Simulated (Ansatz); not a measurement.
Chalcopyrite ZnSnAs2, treated with LDA (Ansatz, a first-principles code, PAW).

Settings: plane-wave cutoff 520 eV, 8×8×8 k mesh, Fermi–Dirac smearing 0.01 eV, scalar-relativistic PAW data made under PBE.

Results at a series of volumes:

| V (Å³/atom) | E − E_lowest (meV/atom) |
|---|---|
| 23.293 | 8.61 |
| 23.779 | 2.08 |
| 24.264 | 0.00 |
| 24.749 | 1.93 |
| 25.234 | 7.44 |

Problem. Estimate the bulk modulus and its pressure derivative from these points.

Solution. V0 = 24.264 Å³/atom, B0 = 65.9 GPa, B′ = 4.5 (fit to the energies at full precision).

Shape and atoms are relaxed at each volume.

Note: the gap of the solid is closed in this run; this level leaves the solid without a gap, although one is measured; the bulk modulus comes from volumes at which shape and atoms were relaxed.

Spin–orbit coupling is not included; it can open a gap where bands touch, and shift volumes and moduli.

Computed values are for the static lattice.

The result took around 21 core-minutes (rough).
